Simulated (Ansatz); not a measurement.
## Relaxing potassium (bcc)

Theory: DFT, RPBE, plane waves (420 eV) with PAW, scalar-relativistic (Ansatz). The PAW files were generated under PBE, with cores re-solved for the functional.

k-point mesh 9×9×9, Fermi-Dirac smearing 0.1 eV, no spin polarisation. Cell and atoms relax.

Starting structure:

```yaml
crystal:
  lattice:
    - [-2.61250, 2.61250, 2.61250]
    - [2.61250, -2.61250, 2.61250]
    - [2.61250, 2.61250, -2.61250]
  atoms:
    - { symbol: K, position: [0.00000, 0.00000, 0.00000] }
```

**Question.** The pressure at the start is 0.5 GPa. By how much does the volume change?

**Answer.** From 71.32 to 80.41 Å³ per atom, 12.7 %. The final cell has a = 5.438 Å.

**Question.** How much energy does the relaxation gain?

**Answer.** 12.4 meV per atom.

Path of the relaxation (the plane waves are chosen anew near the end, which can shift the energy a little):

| step | E − E(final) (meV/atom) | V (Å³/atom) | P (GPa) | max force (eV/Å) |
| --- | --- | --- | --- | --- |
| 0 | 12.39 | 71.323 | 0.47 | 0.000 |
| 1 | 9.63 | 72.330 | 0.41 | 0.000 |
| 2 | 0.21 | 79.344 | 0.05 | 0.000 |
| 3 | 0.03 | 80.405 | 0.01 | 0.000 |
| 4 | 0.00 | 80.405 | 0.01 | 0.000 |
